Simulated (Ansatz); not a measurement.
**Si2HCl: single points off equilibrium**

How do the functionals fare away from a minimum? The structure is a structure displaced at random from a GFN2-xTB minimum.

The runs use Ansatz 0.2.0, Gaussian basis; single points in def2-TZVPP.

Correlated methods freeze the cores.

### Step 1. Starting geometry

SMILES `[SiH]#[Si]Cl`, 4 atoms, charge 0, spin multiplicity 1.

Atoms are counted from 1 here; the program's logs count them from 0.

Bond lengths: Si1–Si2 2.088 Å, Si1–H4 1.522 Å, Si2–Cl3 2.224 Å. Angles: Si2–Si1–H4 160.6°, Si1–Si2–Cl3 97.9°.

Geometry (Å):

```mol
ClHSi2
  3D, bonds by distance, orders not assigned

  4  3  0  0  0  0  0  0  0  0999 V2000
   -0.5325    0.0758   -0.7406 Si  0  0
    0.5773   -1.3131    0.3542 Si  0  0
    1.4572    0.0955    1.8340 Cl  0  0
   -1.3380    1.3216   -1.0808 H   0  0
  1  2  8  0
  1  4  8  0
  2  3  8  0
M  END
```

### Step 2. CCSD(T)/def2-TZVPP

run/in.yaml

```yaml
crystal:
  periodic: [false, false, false]
  atoms:
    - {symbol: Si, position_ang: [-0.532500, 0.075800, -0.740600]}
    - {symbol: Si, position_ang: [0.577300, -1.313100, 0.354200]}
    - {symbol: Cl, position_ang: [1.457200, 0.095500, 1.834000]}
    - {symbol: H, position_ang: [-1.338000, 1.321600, -1.080800]}
basis:
  gaussian: {orbitals: def2-TZVPP}
correlation: {method: ccsd_t}
output: {forces: true}
```

The command line of these runs was not kept.

### Step 3. PBE0-D4/def2-TZVPP

run/in.yaml: that of step 2 with these lines changed.

```diff
@@ -9,3 +9,3 @@
   gaussian: {orbitals: def2-TZVPP}
-correlation: {method: ccsd_t}
-output: {forces: true}
+hamiltonian: {xc: pbe0, dispersion: d4}
+output: {forces: true, orbitals: {seedname: orbitals}}
```

### Step 4. wB97M-V/def2-TZVPP

run/in.yaml: that of step 3 with these lines changed.

```diff
@@ -9,3 +9,3 @@
   gaussian: {orbitals: def2-TZVPP}
-hamiltonian: {xc: pbe0, dispersion: d4}
-output: {forces: true, orbitals: {seedname: orbitals}}
+hamiltonian: {xc: {name: wB97M-V}}
+output: {forces: true}
```

### Step 5. r2SCAN-D4/def2-TZVPP

run/in.yaml: that of step 4 with these lines changed.

```diff
@@ -9,3 +9,3 @@
   gaussian: {orbitals: def2-TZVPP}
-hamiltonian: {xc: {name: wB97M-V}}
+hamiltonian: {xc: r2scan, dispersion: d4}
 output: {forces: true}
```

### Step 6. PBE-D4/def2-TZVPP

run/in.yaml: that of step 5 with these lines changed.

```diff
@@ -9,3 +9,3 @@
   gaussian: {orbitals: def2-TZVPP}
-hamiltonian: {xc: r2scan, dispersion: d4}
+hamiltonian: {xc: pbe, dispersion: d4}
 output: {forces: true}
```

### Step 7. B97M-V/def2-TZVPP

run/in.yaml: that of step 6 with these lines changed.

```diff
@@ -9,3 +9,3 @@
   gaussian: {orbitals: def2-TZVPP}
-hamiltonian: {xc: pbe, dispersion: d4}
+hamiltonian: {xc: {name: B97M-V}}
 output: {forces: true}
```

### Step 8. SPW92/def2-TZVPP

run/in.yaml: that of step 7 with these lines changed.

```diff
@@ -9,3 +9,3 @@
   gaussian: {orbitals: def2-TZVPP}
-hamiltonian: {xc: {name: B97M-V}}
+hamiltonian: {xc: lda}
 output: {forces: true}
```

(Steps that only read results are left out.)

Q: Predict the outcome of this session. Wanted: energy less free atoms, CCSD(T)/def2-TZVPP; RMS force component; RMS force error; HOMO and LUMO, PBE0-D4; T1 diagnostic.

The runs gave:

| quantity | value |
| --- | --- |
| energy less free atoms, CCSD(T)/def2-TZVPP | -8.415 eV |
| RMS force component | 1.162 to 1.372 eV/Å over the methods |
| RMS force error | PBE0-D4 0.143, wB97M-V 0.117, r2SCAN-D4 0.148, PBE-D4 0.192, B97M-V 0.156, SPW92 0.291 eV/Å |
| HOMO and LUMO, PBE0-D4 | -6.30 and -4.21 eV |
| T1 diagnostic | 0.022 |

**Reading.** Against CCSD(T) the functionals' energies less atoms differ by -2.354 to -0.493 eV, PBE-D4 by -0.910 eV. A larger basis would deepen the CCSD(T) value, while the functionals are nearly converged already, so the order here is not reliable. On forces the order runs from wB97M-V to SPW92. The restricted Hartree–Fock reference is unstable towards an unrestricted one at one or more of these structures.
